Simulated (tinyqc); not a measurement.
Worked calculation: extended Hueckel theory, for BH+. The parameters take no account of the charge, which enters only through the electron count. Computed by tinyqc, a small Python program that keeps every step (integrals from PySCF). Settings: charge = 1, K = 1.75, weighted = 1, multiplicity = 2. Command: `OMP_NUM_THREADS=1 python tinyqc.py 30297 30298 out.jsonl` (the two numbers bound the seeds that draw the settings). One thread of a shared host (Intel(R) Xeon(R) Processor @ 2.60GHz), about 0.01 s of CPU time with the checks.

## Overlaps

Geometry (angstrom):
```
atom         x         y         z
B     0.000000  0.000000  0.000000
H     0.000000  0.000000  1.117000
```

Parameters chosen for this run:
```
element  shell  Slater exponent   H_ii (eV)
B           2s         1.300000  -15.200000
B           2p         1.300000   -8.500000
H           1s         1.300000  -13.600000
```

Slater orbitals, each expanded in six Gaussians scaled to its exponent.

overlap S, lower triangle:
```
           1B 2s    1B 2px    1B 2py    1B 2pz     2H 1s
1B 2s   1.000000
1B 2px  0.000000  1.000000
1B 2py  0.000000  0.000000  1.000000
1B 2pz  0.000000  0.000000  0.000000  1.000000
2H 1s   0.522759  0.000000  0.000000  0.551816  1.000000
```

## Wolfsberg-Helmholz matrix

diagonal H_ii (eV): 1B 2s -15.200000, 1B 2px -8.500000, 1B 2py -8.500000, 1B 2pz -8.500000, 2H 1s -13.600000

K = 1.750000

H_ij = K' S_ij (H_ii + H_jj)/2 for i != j (the diagonal keeps H_ii), with K' = K + D^2 + D^4 (1 - K), D = (H_ii - H_jj)/(H_ii + H_jj), K = 1.75.

H (eV), lower triangle:
```
             1B 2s     1B 2px     1B 2py      1B 2pz       2H 1s
1B 2s   -15.200000
1B 2px    0.000000  -8.500000
1B 2py    0.000000   0.000000  -8.500000
1B 2pz    0.000000   0.000000   0.000000   -8.500000
2H 1s   -13.196700   0.000000   0.000000  -10.982502  -13.600000
```

## Orbitals

valence electrons = 3

Solve H C = S C e through S^(-1/2); fill by pairs from the bottom, a degenerate level sharing its electrons equally; each orbital has its largest coefficient positive (the first on a tie).

orbital energies (eV): -18.202877  -10.889325  -8.500000  -8.500000  18.598436

occupations: 2.000000  1.000000  0.000000  0.000000  0.000000

coefficients:
```
             MO1        MO2       MO3        MO4        MO5
1B 2s   0.620697  -0.585483  0.000000   0.000000  -0.958738
1B 2px  0.000000   0.000000  0.783124  -0.621865   0.000000
1B 2py  0.000000   0.000000  0.621865   0.783124   0.000000
1B 2pz  0.048943   0.700083  0.000000   0.000000  -1.108456
2H 1s   0.506352   0.336322  0.000000   0.000000   1.413831
```

sum of one-electron energies = -47.295080 eV

Within a degenerate level the vectors are fixed only up to a rotation; this is one choice.

## Mulliken analysis

P = C n C^T; charge = valence electrons (B 3, H 1) minus the sum of (P S)_ii on the atom; overlap population = 2 sum P_ij S_ij between two atoms.

charges: 1B 1.008835, 2H -0.008835

Overlap populations:
```
pair     value
2-1   0.765875
```
